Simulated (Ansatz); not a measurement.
`C=NC(C)F`, charge 0, multiplicity 1.

Problem. Give a relaxed structure at PBE0-D4/def2-TZVP (Ansatz 0.2.0). (An estimate is asked.)

Solution. Ansatz gave: 
Z-matrix (Å, degrees):
```
C
N 1 1.421
F 1 1.396 2 113.4
C 1 1.509 2 110.8 3 122.0
H 1 1.096 2 107.3 3 -116.5
C 2 1.259 1 120.2 3 -1.5
H 4 1.090 1 110.0 2 178.0
H 4 1.092 1 109.7 2 -61.8
H 4 1.090 1 109.8 2 57.6
H 6 1.089 2 118.4 1 -179.6
H 6 1.092 2 123.6 1 0.5
```
This is one stationary point; other conformers may exist.
